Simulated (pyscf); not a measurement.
Thermochemistry of product channels of O=W(=O)(OH)–OH + H• on the doublet surface, in kJ/mol, from ωB97M-D3(BJ)/def2-TZVP energies (ideal gas, 1 atm, RRHO with modes under 100 cm⁻¹ raised to 100, one conformer, R ln 2 for rigid chiral ones). PySCF, gas phase, ωB97X-D3(BJ)/def2-SVP geometries.

```json
[
 {"products": "OH• + O=W(OH)–OH [singlet]", "ΔE": "+215.4", "ΔH(298 K)": "+228.4", "ΔG(298 K)": "+216.4", "ΔG(600 K)": "+205.3"},
 {"products": "O=W(=O)=O + OH• + H₂", "ΔE": "+423.3", "ΔH(298 K)": "+414.3", "ΔG(298 K)": "+374.2", "ΔG(600 K)": "+335.0"},
 {"products": "H₂O + [O=W(=O)–OH]•", "ΔE": "-22.4", "ΔH(298 K)": "-2.7", "ΔG(298 K)": "-18.3", "ΔG(600 K)": "-31.7"}
]
```

These are energies of the channels, which say nothing of barriers. O=W(OH)–OH [singlet] lies 72.1 kJ/mol over its isomer O=WH(=O)–OH, and others may lie lower still (electronic energy, ωB97M-D3(BJ)). Left out: orbital degeneracy and the spin-orbit lowering of OH. Open-shell species with a d-block atom are single-reference here; other states, and whether the spin sits on metal or ligand, were not checked. Elements past Kr carry the def2 core potentials, without spin-orbit coupling.
